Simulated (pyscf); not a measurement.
PySCF, gas phase, ωB97X-D3(BJ)/def2-SVP geometries.

Estimate the classical barrier height and the reaction energy of O=Si(OH)–OH (SMILES O=[Si](O)O) + NH₃ (SMILES N) → H₂N–Si(=O)–OH (SMILES N[Si](=O)O) + H₂O (SMILES O) at ωB97M-D3(BJ)/def2-TZVP. The step runs on the singlet surface, breaks O–Si, H–N and forms N–Si, H–O; take the separated reactants as zero.

ΔE‡ = -2.1 kcal/mol, ΔE = +6.0 kcal/mol. Zero-point energy shifts the barrier by +0.2 kcal/mol. It is a four-centre exchange, with an imaginary mode of 1192i cm⁻¹. On the reactant side the descent ends in an adduct with a N–Si contact, 33.1 kcal/mol under the separated species and 30.1 kcal/mol under the saddle at ωB97X-D3(BJ)/def2-TZVP. On the product side the descent ends in an adduct with a O–Si contact, 18.1 kcal/mol under the separated species and 9.7 kcal/mol under the saddle at ωB97X-D3(BJ)/def2-TZVP. At ωB97M-D3(BJ) the saddle lies under the separated reactants, which points to a path from their complex (located at ωB97X-D3(BJ) alone). At ωB97M-D3(BJ) the saddle lies under the separated products, which points to a path from their complex (located at ωB97X-D3(BJ) alone), and parting the products costs more than the saddle. What is counted as formed (N–Si) is already present as a longer contact in the reactant adduct; forming that adduct is a step of its own. What is counted as broken (O–Si) persists as a longer contact in the product adduct; parting that adduct is a step of its own. The same reactants have a lower exit, to H₂N–Si(OH)(OH)–OH (barrier -17.5 kcal/mol at ωB97M-D3(BJ)/def2-TZVP, against -2.1 kcal/mol here). This is the saddle that the search found; another between the same sides may lie lower.
